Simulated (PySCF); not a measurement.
**Working out the electron affinity of Si**

Si- [Ne] 3s2 3p3 (4S) → Si [Ne] 3s2 3p2 (3P). All numbers are calculated (PySCF 2.14, no relativity, point nucleus, in def2-TZVPPD). Frozen: 1s2. Energies in hartree (1 hartree = 27.21139 eV):

```
             part  Si- (lower)   Si (upper)
              UHF  -288.876325  -288.850922
MP2 opposite-spin    -0.157100    -0.149889
    MP2 same-spin    -0.065261    -0.054293
```

**Question.** What does Hartree-Fock give?

**Answer.** (-288.850922) − (-288.876325) = 0.025403 hartree = 0.691 eV.

**Question.** What do MP2 and SCS-MP2 (6/5 opposite-spin, 1/3 same-spin) give?

**Answer.** The opposite-spin parts differ by 0.196 eV and the same-spin parts by 0.298 eV. MP2: 0.691 + (0.196) + (0.298) = 1.185 eV. SCS-MP2: 0.691 + 1.2 × (0.196) + (0.298)/3 = 1.026 eV.

A first-order spin-orbit estimate adds -0.016 eV to MP2 (valence and next inner shell), giving 1.169 eV against 1.390 eV (measured; photodetachment measurements, as compiled on the Wikipedia data page of electron affinities).

What remains against the reference includes basis incompleteness, the frozen core and correlation beyond second order.
